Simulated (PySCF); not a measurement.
## Ionising AlF

RHF; PySCF, no relativity, basis sets Al def2-TZVPPD, F def2-TZVPPD. Neutral (RHF): singlet (closed shell), Re = 1.642 Å, ωe = 831 cm⁻¹, De = 5.16 eV, HOMO -9.15 eV, LUMO 1.18 eV.

AlF⁺ (UHF): doublet (σ ↑), Re = 1.577 Å, ωe = 1013 cm⁻¹, De = 2.23 eV to Al⁺ + F. The energies at the minima are -341.47607 hartree for AlF and -341.16280 for AlF⁺.

Question: Work out the adiabatic ionisation energy, without and with harmonic zero-point energies (1 hartree = 27.2114 eV, 1 eV = 8065.5 cm⁻¹), and the change of the bond length.

Answer: At HF: 0.31327 hartree = 8.525 eV between the minima; the zero-point term (1013.0 − 831.0)/2 cm⁻¹ = +0.011 eV makes it 8.536 eV. Re changes by -6.5 pm against the neutral. Minus the HOMO energy is 9.15 eV, +0.63 eV from the value between the minima; Hartree–Fock orbital energies leave out relaxation and correlation. The electron leaves a σ orbital, and the shorter bond of the ion fits an antibonding orbital, or a change in how ionic the bond is.

For an ion De counts to the pair picked by the measured ionisation energies or electron affinities, which need not be the lowest pair at this level. Where the molecule has an RHF reference, its open-shell atoms are computed with UHF. Hartree–Fock leaves out correlation, which carries a large part of most bond energies and some tenths to 1 eV of ionisation energies. States were picked by a PBE0 search and need not be the measured ground states.

Neutral and ion stand on different kinds of reference determinant, which adds to the error of the difference.
